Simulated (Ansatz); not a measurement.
Ideal-gas functions of methylamine at 800 K and 1 bar, from an Ansatz frequency run at PBE0-D4/def2-TZVP.

Molar mass 31.06 g/mol, point group Cs (symmetry number 1), electronic degeneracy 1, moments of inertia 4.858, 21.966, 22.873 u Å². Harmonic wavenumbers (cm⁻¹, unscaled): 305, 832, 975, 1090, 1169, 1347, 1452, 1490, 1512, 1664, 2987, 3081, 3120, 3532, 3612.

Use S(trans) = R[1.5 ln M + 2.5 ln T − 1.1517]; rotational temperatures θ = 24.2544 K / I; S(rot) = R[ln(√π/σ · √(T³/θAθBθC)) + 1.5]; for each mode x = 1.438777 ν̃/T, S = R[x/(eˣ − 1) − ln(1 − e⁻ˣ)] and H = RT x/(eˣ − 1); 1 cm⁻¹ = 0.0119627 kJ/mol; R = 8.31446 J/(mol·K).

**Question.** By hand: the entropy, in J/(mol·K).

**Answer.** Translation 172.2. Rotation: θ = 4.9927, 1.1042, 1.0604 K, giving 93.3. Vibration, mode by mode: 13.41, 5.70, 4.63, 3.93, 3.52, 2.73, 2.35, 2.23, 2.16, 1.74, 0.25, 0.21, 0.20, 0.11, 0.09, in all 43.3. Electronic 0.0. Sum 308.8 J/(mol·K).

**Question.** By hand: H − E and G − E in kJ/mol, counted from the electronic energy.

**Answer.** Zero-point energy ½ × 28168 × 0.0119627 = 168.5; thermal vibration 21.6; translation, rotation and pV give 4 RT = 26.6. H − E = 216.7 kJ/mol, and G − E = 216.7 − 800 × 308.8/1000 = -30.3 kJ/mol.

Vibration gives 14 % of the entropy.
